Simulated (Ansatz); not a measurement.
# CH2 (singlet): the correlation ladder, STO-3G

Aim: climb from Hartree-Fock through coupled cluster and multireference methods for CH2 (singlet) at one geometry and basis, and see what each rung misses.

Computed with Ansatz 0.2.0, Gaussian basis. Level: STO-3G, core rule «outside noble gas», up to 1 orbitals frozen.

Plan: UHF; CCSD(T) on RHF; CCSD(T) on UHF; BCCD(T) on RHF; CISD; CCSDT(Q) on RHF; CCSDT(Q) on UHF; CISDTQ; CCSDTQ on RHF; CCSDTQ on UHF; CASSCF and MRCISD+Q, 6 electrons in 6 orbitals; CASSCF and NEVPT2, 6 electrons in 6 orbitals; Full CI.

40 further runs of the same task are left out: 40 set aside as unsound or not needed.

## Step 1: The geometry

The geometry is an MP2(full)/6-31G* stationary point (not a proven minimum).

3 atoms, charge 0, spin multiplicity 1.

Atoms are counted from 1 here; the program's logs count them from 0.

Bond lengths: C1–H2 1.109 Å, C1–H3 1.109 Å. Angles: H2–C1–H3 102.1°.

As a file:

```mol
CH2
  3D, bonds by distance, orders not assigned

  3  2  0  0  0  0  0  0  0  0999 V2000
    0.0000    0.0000    0.1002 C   0  0
    0.0000    0.8622   -0.5971 H   0  0
    0.0000   -0.8622   -0.5971 H   0  0
  1  2  8  0
  1  3  8  0
M  END
```

## Step 2: UHF

Input file in.yaml:

```yaml
crystal:
  periodic: [false, false, false]
  atoms:
    - {symbol: C, position_ang: [0.000000, 0.000000, 0.100225]}
    - {symbol: H, position_ang: [0.000000, 0.862232, -0.597147]}
    - {symbol: H, position_ang: [0.000000, -0.862232, -0.597147]}
basis:
  gaussian: {orbitals: STO-3G}
magnetization: {spin_polarized: true, initial_magnetization: 0}
hamiltonian: {xc: hf}
output: {orbitals: {seedname: orbitals}}
```

On the command line:

```bash
> ansatz run in.yaml --threads 1 --pin off --events-out ev --progress --plain --max-ram 3498MiB --backend cpu
```

The runs that follow: CCSD(T) on RHF; CCSD(T) on UHF; BCCD(T) on RHF; CISD; CCSDT(Q) on RHF; CCSDT(Q) on UHF; CISDTQ; CCSDTQ on RHF; CCSDTQ on UHF; CASSCF and MRCISD+Q, 6 electrons in 6 orbitals; CASSCF and NEVPT2, 6 electrons in 6 orbitals; Full CI.

**Question.** What will the summary of the whole plan be? Wanted: FCI below the RHF energy; RMP2 from FCI; RCCSD from FCI; RCCSD(T) from FCI; RCCSDT(Q) from FCI; NEVPT2 valence from FCI; MRCISD+Q valence from FCI; T1 diagnostic; effectively unpaired electrons.

The runs gave:

```
                         quantity                                                                                                                           value
         FCI below the RHF energy                                                                                                                      -1.6420 eV
                    RMP2 from FCI                                                                                                                      +673.7 meV
                   RCCSD from FCI                                                                                                                       +12.5 meV
                RCCSD(T) from FCI                                                                                                                        +6.8 meV
               RCCSDT(Q) from FCI                                                                                                                        +1.1 meV
          NEVPT2 valence from FCI                                                                                                                        -0.3 meV
        MRCISD+Q valence from FCI                                                                                                                        -0.3 meV
levels within 1 kcal/mol (43 meV)  RCCSD, RCCSD(T), BCCD(T), RCCSDT, CISDTQ, RCCSDT(Q), RCCSDTQ, CASSCF valence, NEVPT2 valence, MRCISD valence, MRCISD+Q valence
                    T1 diagnostic                                                                                                                           0.007
   effectively unpaired electrons                                                                                                                            0.08
```

**Reading.** RCCSD(T) lands +6.8 meV from the yardstick (0.4 % of the correlation energy). One determinant dominates. Of the multireference levels listed NEVPT2 valence comes nearest in total energy (-0.3 meV), which doesn't show that its space is the better one. Coupled cluster took another determinant than the lowest Hartree-Fock one. These misses are within one basis, not against nature.
